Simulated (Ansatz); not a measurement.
**H₃Si–C, doublet: vertical spin and charge gaps**

Geometry (PBE0/def2-TZVP stationary point for this spin, not checked as a minimum):

```yaml
atoms:
  - { symbol: Si, position_ang: [-0.0027, 0.0000, 0.4927] }
  - { symbol: C, position_ang: [0.0237, 0.0000, -1.3968] }
  - { symbol: H, position_ang: [0.6305, -1.2164, 1.0698] }
  - { symbol: H, position_ang: [0.6307, 1.2163, 1.0698] }
  - { symbol: H, position_ang: [-1.4681, 0.0001, 0.7752] }
```

Basis cc-pVTZ; Ansatz 0.2.0. Only valence electrons are correlated (noble-gas cores frozen). R marks a restricted (for open shells ROHF) determinant, U an unrestricted one. Active spaces: valence = (11e, 11o) chosen from the atoms' valence shells.

Gaps are energies of the second state less the first, at fixed atoms, for a selection of the levels run; each method lands on the state that its own search finds for that charge and spin.

Unrestricted rows (U, and Kohn–Sham where it breaks symmetry) aren't spin-pure: their determinants' ⟨S²⟩ exceeds S(S+1) by up to 0.67, so they mix in states of higher spin. A value is left out where its run failed or describes another state than the reference as far as symmetry and spin tell, or, spin-broken singlets apart, can't be checked.

Removing an electron, to the triplet: 9.693 eV at UCCSDT(Q).

```tsv
level	gap (eV)	error (meV)	⟨S²⟩ where 0.1 over S(S+1) (first / second)
RHF	8.516	-1177	– / –
UHF	8.877	-816	1.42 / –
RMP2	9.603	-90	– / –
UMP2	9.534	-159	1.42 / –
RCCSD	9.662	-31	– / –
UCCSD	9.656	-37	1.42 / –
RCCSD(T)	9.699	6	– / –
UCCSD(T)	9.690	-3	1.42 / –
BCCD(T)	9.700	7	– / –
RCCSDT	9.693	0	– / –
UCCSDT	9.688	-5	1.42 / –
RCCSDT(Q)	9.694	1	– / –
CASSCF (valence space)	8.670	-1023	– / –
NEVPT2 (valence space)	9.398	-295	– / –
PBE	9.651	-42	1.19 / –
r2SCAN	9.687	-6	1.37 / –
PBE0	9.773	80	1.25 / –
B3LYP	9.831	138	1.14 / –
wB97M-V	9.776	83	– / –
B2PLYP	9.711	18	1.26 / –
RPA-PBE	9.894	201	1.19 / –
```

Quartet less doublet: -0.202 eV at UCCSDT(Q).

```tsv
level	gap (eV)	error (meV)	⟨S²⟩ where 0.1 over S(S+1) (first / second)
RHF	-1.079	-877	– / –
UHF	-0.674	-472	1.42 / –
RMP2	-0.451	-249	– / –
UCCSD	-0.265	-63	1.42 / –
RCCSD(T)	-0.215	-13	– / –
UCCSD(T)	-0.225	-23	1.42 / –
RCCSDT(Q)	-0.202	0	– / –
r2SCAN	-0.202	0	1.37 / –
PBE0	-0.100	102	1.25 / –
wB97M-V	-0.036	166	– / –
```

Full CI isn't at hand for all of this; UCCSDT(Q) serves as the reference, and is uncertain by about the last step of the cluster series. The frozen core follows each run's orbitals, which can shift R against U totals by a few meV.
